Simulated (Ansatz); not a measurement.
Si(SH)H3 (SiH₄S). Total charge 0; triplet. Geometry PBE-D4/def2-TZVP, that of the neutral singlet; atoms count from 1.

```csv
atom,x (Å),y (Å),z (Å)
Si1,0.4975,-0.1561,0.0873
S2,-1.2302,1.1146,0.2351
H3,-2.0062,0.3206,-0.5409
H4,1.5411,0.5413,0.8926
H5,0.9574,-0.3044,-1.3279
H6,0.2404,-1.5160,0.6538
```

At PBE0-D4/def2-TZVP a singlet of charge 0 lies 5.58 eV below the triplet at the same geometry.

(1) Estimate the Mulliken populations from the PBE0/def2-TZVP orbitals of Ansatz.

(2) Where does the spin sit?

(3) And the Mayer bond orders between heavy atoms (over 0.3)?

Answers

(1) 
| atom | charge (e) | spin (α − β) |
| --- | --- | --- |
| Si1 | 0.21 | -0.01 |
| S2 | 0.09 | 1.19 |
| H3 | -0.30 | 0.69 |
| H4 | 0.00 | 0.00 |
| H5 | 0.00 | 0.07 |
| H6 | 0.00 | 0.07 |
Mulliken values depend strongly on the basis.

(2) Summed by element: Si -0.01, S 1.19, H 0.82, of 2 unpaired in all. Largest on single atoms: S2 1.19, H3 0.69, H5 0.07.

(3) Si1–S2 1.08 (2.15 Å).
